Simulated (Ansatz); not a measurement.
**FH₅NSi+ (SMILES [NH3+][SiH2]F): functionals against CCSD(T) at one geometry**

How do the functionals fare away from a minimum? The structure is a frame of a short trajectory.

Program: Ansatz 0.2.0, Gaussian basis. Level of theory: single points in def2-TZVPP. These are calculated values, not measurements.

Correlated methods freeze the cores.

1 further run of the same task is left out (it didn't finish).

## Step 1: The system as given

SMILES `[NH3+][SiH2]F`, 8 atoms, charge 1, spin multiplicity 1.

Atoms are counted from 1 here; the program's logs count them from 0.

Bond lengths: N1–Si2 1.878 Å, N1–H4 1.094 Å, N1–H5 0.970 Å, N1–H6 1.052 Å, Si2–F3 1.602 Å, Si2–H7 1.550 Å, Si2–H8 1.499 Å. Angles: Si2–N1–H4 114.1°, Si2–N1–H5 113.4°, Si2–N1–H6 111.4°, H4–N1–H5 103.5°, H4–N1–H6 106.5°, H5–N1–H6 107.4°, N1–Si2–F3 104.5°, N1–Si2–H7 105.2°, N1–Si2–H8 104.1°, F3–Si2–H7 112.5°, F3–Si2–H8 116.0°, H7–Si2–H8 113.1°.

Geometry (Å):

```xyz
8
charge 1, multiplicity 1
N    -0.58291    0.62006   -0.41111
Si    0.49611   -0.57441    0.55642
F     1.49965   -1.18275   -0.53469
H    -1.04967    0.18200   -1.29795
H    -0.09459    1.38040   -0.76422
H    -1.36564    0.99605    0.18249
H     1.22442    0.29896    1.60963
H    -0.47831   -1.53774    1.16329
```

## Step 2: PBE-D4/def2-TZVPP

The input, run/in.yaml:

```yaml
crystal:
  periodic: [false, false, false]
  atoms:
    - {symbol: N, position_ang: [-0.582915, 0.620059, -0.411112]}
    - {symbol: Si, position_ang: [0.496111, -0.574411, 0.556422]}
    - {symbol: F, position_ang: [1.499652, -1.182750, -0.534693]}
    - {symbol: H, position_ang: [-1.049675, 0.181996, -1.297951]}
    - {symbol: H, position_ang: [-0.094595, 1.380402, -0.764216]}
    - {symbol: H, position_ang: [-1.365644, 0.996052, 0.182487]}
    - {symbol: H, position_ang: [1.224416, 0.298958, 1.609626]}
    - {symbol: H, position_ang: [-0.478310, -1.537741, 1.163293]}
basis:
  gaussian: {orbitals: def2-TZVPP}
total_charge: 1
hamiltonian: {xc: pbe, dispersion: d4}
output: {forces: true}
```

On the command line:

```
> ansatz run in.yaml --threads 2 --pin off --events-out ev --progress --plain --max-ram 3481MiB
```

Output:

```text
Functional definition: PBE
  name "PBE"
  cite "Perdew, Burke & Ernzerhof, Phys. Rev. Lett. 77, 3865 (1996) doi:10.1103/PhysRevLett.77.3865"
  parent pbe
  parameter kappa = 0.804
  parameter beta = 0.06672455060314922
  exchange = pbe_x(kappa = kappa, mu = beta*pi^2/3)
  correlation = pbe_c(beta = beta)
894 factors; their error is unknown
mean field evaluation 1: about -12136.3563 eV, gradient 1.1e2 eV
mean field evaluation 2: about -12063.4305 eV, gradient 2.2e2 eV
mean field evaluation 4: about -12153.6433 eV, gradient 2.3e1 eV
mean field evaluation 8: about -12154.4890 eV, gradient 1.5e-1 eV
mean field evaluation 16: about -12154.4669 eV, gradient 1.6e-4 eV
mean field -12154.46691625 eV, -446.6684205787 hartree, gradient 3.5e-5 eV, S^2 0.000000; 0 other end points of the search recorded, 0 dependent functions left out
the calculation of the forces begins
reference -12154.46695186 eV, -446.6684218873 hartree; 17, 17 occupied and 157, 157 virtual orbitals, 894 factors
Total energy: -12154.55614150 eV, -446.6716995461 hartree
Atom 0 at    -0.582915     0.620059    -0.411112 Å, force    -2.872544    -2.502124    -0.562370 eV/Å
Atom 1 at     0.496111    -0.574411     0.556422 Å, force     0.917429    -0.117449     1.147137 eV/Å
Atom 2 at     1.499652    -1.182750    -0.534693 Å, force    -0.578804     0.301299     0.312535 eV/Å
Atom 3 at    -1.049675     0.181996    -1.297951 Å, force     0.749643     0.576913     1.725500 eV/Å
Atom 4 at    -0.094595     1.380402    -0.764216 Å, force     1.558711     2.368082    -0.884536 eV/Å
Atom 5 at    -1.365644     0.996052     0.182487 Å, force     0.537818    -0.280806    -0.458792 eV/Å
Atom 6 at     1.224416     0.298958     1.609626 Å, force    -0.503639    -0.479290    -0.898434 eV/Å
Atom 7 at    -0.478310    -1.537741     1.163293 Å, force     0.191386     0.133375    -0.381040 eV/Å
Dipole moment:    -0.930500     0.781529    -0.070581 e Å
```

It took 1.1 s on 2 threads of Intel Xeon 6975P-C, shared host; peak memory 0.18 GiB.

## Step 3: r2SCAN-D4/def2-TZVPP

Edit run/in.yaml of step 2 so:

```diff
@@ -14,3 +14,3 @@
 total_charge: 1
-hamiltonian: {xc: pbe, dispersion: d4}
+hamiltonian: {xc: r2scan, dispersion: d4}
 output: {forces: true}
```

On the command line:

```
> ansatz run in.yaml --threads 2 --pin off --events-out ev --progress --plain --max-ram 3481MiB
```

Output, cut to the lines that bear on the results:

```text
Functional definition: r2SCAN
  name "r2SCAN"
  cite "Furness, Kaplan, Ning, Perdew & Sun, J. Phys. Chem. Lett. 11, 8208 (2020) doi:10.1021/acs.jpclett.0c02405"
  cite "Furness, Kaplan, Ning, Perdew & Sun, J. Phys. Chem. Lett. 11, 9248 (2020) doi:10.1021/acs.jpclett.0c03077"
  parent r2scan
[...]
894 factors; their error is unknown
[...]
mean field -12160.45915271 eV, -446.8886312068 hartree, gradient 9.1e-6 eV, S^2 0.000000; 0 other end points of the search recorded, 0 dependent functions left out
[...]
reference -12160.45916290 eV, -446.8886315813 hartree; 17, 17 occupied and 157, 157 virtual orbitals, 894 factors
Total energy: -12160.47971992 eV, -446.8893870380 hartree
Atom 0 at    -0.582915     0.620059    -0.411112 Å, force    -2.887781    -2.453941    -0.618947 eV/Å
Atom 1 at     0.496111    -0.574411     0.556422 Å, force     1.098224    -0.181033     0.865362 eV/Å
Atom 2 at     1.499652    -1.182750    -0.534693 Å, force    -0.996743     0.556776     0.734350 eV/Å
Atom 3 at    -1.049675     0.181996    -1.297951 Å, force     0.880157     0.692166     1.977642 eV/Å
Atom 4 at    -0.094595     1.380402    -0.764216 Å, force     1.395766     2.117425    -0.761592 eV/Å
Atom 5 at    -1.365644     0.996052     0.182487 Å, force     0.774035    -0.390028    -0.639656 eV/Å
Atom 6 at     1.224416     0.298958     1.609626 Å, force    -0.614403    -0.618038    -1.070879 eV/Å
Atom 7 at    -0.478310    -1.537741     1.163293 Å, force     0.350745     0.276672    -0.486281 eV/Å
Dipole moment:    -0.945357     0.792867    -0.074457 e Å
```

It took 1.6 s on 2 threads of Intel Xeon 6975P-C, shared host; peak memory 0.19 GiB.

## Step 4: PBE0-D4/def2-TZVPP

Edit run/in.yaml of step 3 so:

```diff
@@ -14,3 +14,3 @@
 total_charge: 1
-hamiltonian: {xc: r2scan, dispersion: d4}
-output: {forces: true}
+hamiltonian: {xc: pbe0, dispersion: d4}
+output: {forces: true, orbitals: {seedname: orbitals}}
```

On the command line:

```
> ansatz run in.yaml --threads 2 --pin off --events-out ev --progress --plain --max-ram 3481MiB
```

Output, cut to the lines that bear on the results:

```text
Functional definition: PBE0
  name "PBE0"
  cite "Adamo & Barone, J. Chem. Phys. 110, 6158 (1999) doi:10.1063/1.478522"
[... 2 set-up lines as earlier in the session ...]
[...]
897 factors; their error is unknown
[...]
mean field -12155.41864122 eV, -446.7033958260 hartree, gradient 3.6e-5 eV, S^2 0.000000; 0 other end points of the search recorded, 0 dependent functions left out
[...]
reference -12155.41866755 eV, -446.7033967936 hartree; 17, 17 occupied and 157, 157 virtual orbitals, 897 factors
Total energy: -12155.49244682 eV, -446.7061081319 hartree
Atom 0 at    -0.582915     0.620059    -0.411112 Å, force    -2.948411    -2.463067    -0.656643 eV/Å
Atom 1 at     0.496111    -0.574411     0.556422 Å, force     1.120053    -0.172998     0.793147 eV/Å
Atom 2 at     1.499652    -1.182750    -0.534693 Å, force    -1.031895     0.578707     0.769253 eV/Å
Atom 3 at    -1.049675     0.181996    -1.297951 Å, force     0.914827     0.714919     2.034395 eV/Å
Atom 4 at    -0.094595     1.380402    -0.764216 Å, force     1.398988     2.106150    -0.753676 eV/Å
Atom 5 at    -1.365644     0.996052     0.182487 Å, force     0.815737    -0.415256    -0.656783 eV/Å
Atom 6 at     1.224416     0.298958     1.609626 Å, force    -0.597754    -0.602904    -1.054162 eV/Å
Atom 7 at    -0.478310    -1.537741     1.163293 Å, force     0.328455     0.254450    -0.475530 eV/Å
Dipole moment:    -0.952056     0.794025    -0.058289 e Å
```

It took 1.5 s on 2 threads of Intel Xeon 6975P-C, shared host; peak memory 0.33 GiB.

## Step 5: wB97M-V/def2-TZVPP

Edit run/in.yaml of step 4 so:

```diff
@@ -14,3 +14,3 @@
 total_charge: 1
-hamiltonian: {xc: pbe0, dispersion: d4}
-output: {forces: true, orbitals: {seedname: orbitals}}
+hamiltonian: {xc: {name: wB97M-V}}
+output: {forces: true}
```

On the command line:

```
> ansatz run in.yaml --threads 2 --pin off --events-out ev --progress --plain --max-ram 3481MiB
```

Output, cut to the lines that bear on the results:

```text
Functional definition: wB97M-V
  name "wB97M-V"
  cite "Mardirossian & Head-Gordon, J. Chem. Phys. 144, 214110 (2016) doi:10.1063/1.4952647"
  cite "Becke, J. Chem. Phys. 107, 8554 (1997) doi:10.1063/1.475007"
  cite "Vydrov & Van Voorhis, J. Chem. Phys. 133, 244103 (2010) doi:10.1063/1.3521275"
  # Of w^i u^j: cxij and so on, Table III.
[...]
  gx(w, u) = 1 - cx + cx01*u + cx10*w
  gss(w, u) = css00 + css04*u^4 + css10*w + css20*w^2 + css43*w^4*u^3
  gos(w, u) = cos00 + cos10*w + (cos20 + cos21*u)*w^2 + (cos60 + cos61*u)*w^6
[...]
      + integral(e_c_pw_mod_opposite_spin*gos(b97_w_opposite, b97_u_opposite)) + vv10(b, c)
897 factors; their error is unknown
214 factors; integrals over basis functions are off by at most 1.3e-5 eV
[...]
mean field -12161.06569924 eV, -446.9109213808 hartree, gradient 6.2e-5 eV, S^2 0.000000; 0 other end points of the search recorded, 0 dependent functions left out
[...]
reference -12161.06574064 eV, -446.9109229020 hartree; 17, 17 occupied and 157, 157 virtual orbitals, 897 factors
Total energy: -12161.06574064 eV, -446.9109229020 hartree
Atom 0 at    -0.582915     0.620059    -0.411112 Å, force    -2.940169    -2.428613    -0.677658 eV/Å
Atom 1 at     0.496111    -0.574411     0.556422 Å, force     1.037743    -0.189731     1.148278 eV/Å
Atom 2 at     1.499652    -1.182750    -0.534693 Å, force    -0.955908     0.537562     0.673545 eV/Å
Atom 3 at    -1.049675     0.181996    -1.297951 Å, force     0.908412     0.712632     2.020271 eV/Å
Atom 4 at    -0.094595     1.380402    -0.764216 Å, force     1.383253     2.093395    -0.748812 eV/Å
Atom 5 at    -1.365644     0.996052     0.182487 Å, force     0.804624    -0.405681    -0.653285 eV/Å
Atom 6 at     1.224416     0.298958     1.609626 Å, force    -0.698909    -0.715701    -1.198611 eV/Å
Atom 7 at    -0.478310    -1.537741     1.163293 Å, force     0.460954     0.396137    -0.563729 eV/Å
Dipole moment:    -0.949027     0.790912    -0.065825 e Å
```

Run time: 3.6 s. Hardware: 2 threads of Intel Xeon 6975P-C, shared host; peak memory 0.42 GiB.

## Step 6: CCSD(T)/def2-TZVPP

Edit run/in.yaml of step 5 so:

```diff
@@ -14,3 +14,3 @@
 total_charge: 1
-hamiltonian: {xc: {name: wB97M-V}}
+correlation: {method: ccsd_t}
 output: {forces: true}
```

On the command line:

```
> ansatz run in.yaml --threads 2 --pin off --events-out ev --progress --plain --max-ram 3481MiB
```

Output, cut to the lines that bear on the results:

```text
Functional definition: HF
  name "HF"
  cite "Fock, Z. Phys. 61, 126 (1930) doi:10.1007/BF01340294"
[... 1 set-up line as earlier in the session ...]
[...]
1015 factors; integrals over basis functions are off by at most 8.3e-4 eV
[...]
mean field -12126.90099313 eV, -445.6553915887 hartree, gradient 5.1e-6 eV, S^2 0.000000; 0 other end points of the search recorded, 0 dependent functions left out
7 core orbitals not correlated: weight in the atoms' cores, before any rotation towards them, 1.000 or more for the frozen orbitals, at most 0.000 for the correlated occupied ones
reference -12126.90099313 eV, -445.6553915887 hartree; 10, 10 occupied and 157, 157 virtual orbitals, 1015 factors
too little memory for Intel AMX tiles; the run may be slower
second order -16.02939076 eV of doubles, -0.00000000 eV of singles
cycle   1  -16.31953734 eV  change   -2.9e-1 eV  update   8.1e-2
[...]
cycle   9  -16.76556397 eV  change    2.1e-6 eV  update   1.0e-5
perturbative correction -0.49769394 eV, -0.0182899148 hartree
[...]
working
Total energy: -12144.16425103 eV, -446.2898046152 hartree
Atom 0 at    -0.582915     0.620059    -0.411112 Å, force    -2.913806    -2.455820    -0.643353 eV/Å
Atom 1 at     0.496111    -0.574411     0.556422 Å, force     1.152532    -0.246621     0.972427 eV/Å
Atom 2 at     1.499652    -1.182750    -0.534693 Å, force    -1.037850     0.583644     0.763546 eV/Å
Atom 3 at    -1.049675     0.181996    -1.297951 Å, force     0.888208     0.707578     2.004944 eV/Å
Atom 4 at    -0.094595     1.380402    -0.764216 Å, force     1.390412     2.126747    -0.765750 eV/Å
Atom 5 at    -1.365644     0.996052     0.182487 Å, force     0.783018    -0.393067    -0.654690 eV/Å
Atom 6 at     1.224416     0.298958     1.609626 Å, force    -0.681225    -0.680925    -1.147868 eV/Å
Atom 7 at    -0.478310    -1.537741     1.163293 Å, force     0.418711     0.358465    -0.529256 eV/Å
Dipole moment:    -0.946026     0.789360    -0.062068 e Å
```

Wall time 98 s (2 threads of Intel Xeon 6975P-C, shared host); peak memory 2.8 GiB.

## Step 7: Comparison

```csv
method,RMS force component (eV/Å),RMS error against CCSD(T) (eV/Å),angle to CCSD(T) forces (°)
PBE-D4,1.160,0.223,10.4
r2SCAN-D4,1.195,0.047,1.9
PBE0-D4,1.208,0.060,2.8
wB97M-V,1.220,0.057,2.7
CCSD(T),1.219,reference,reference
```

Energy less the free neutral atoms in their ground states at the same level (atoms from separate runs):

Differences are taken before rounding.

```csv
method,rung,energy less atoms (kJ/mol),from CCSD(T) (kJ/mol)
PBE-D4,GGA,-1967.7,-72.0
r2SCAN-D4,meta-GGA,-1942.4,-46.7
PBE0-D4,hybrid,-1920.4,-24.7
wB97M-V,range-separated hybrid,-1969.1,-73.3
Hartree-Fock,wavefunction,-1289.0,+606.8
MP2,wavefunction,-1920.1,-24.4
CCSD,wavefunction,-1869.2,+26.5
CCSD(T),wavefunction,-1895.8,0
```

What each level took, beside its miss in the forces (shared host):

```csv
method,time,RMS force error (eV/Å)
PBE-D4,1.1 s,0.223
r2SCAN-D4,1.6 s,0.047
PBE0-D4,1.5 s,0.060
wB97M-V,3.6 s,0.057
CCSD(T),98 s,0
```

## Step 8: What came out

| quantity | value |
| --- | --- |
| energy less free atoms, CCSD(T)/def2-TZVPP | -1895.8 kJ/mol |
| RMS force component | 1.160 to 1.220 eV/Å over the methods |
| RMS force error | PBE-D4 0.223, r2SCAN-D4 0.047, PBE0-D4 0.060, wB97M-V 0.057 eV/Å |
| HOMO and LUMO, PBE0-D4 | -15.16 and -5.71 eV |
| T1 diagnostic | 0.010 |

In words: Against CCSD(T) the functionals' energies less atoms differ by -73.3 to -24.7 kJ/mol, PBE-D4 by -72.0 kJ/mol. A larger basis would deepen the CCSD(T) value, while the functionals are nearly converged already, so the order here is not reliable. The forces of r2SCAN-D4 come nearest to CCSD(T), those of PBE-D4 are farthest. Frozen-core CCSD(T) forces in triple zeta carry basis errors of their own, and this is one geometry, so small gaps rank nothing.
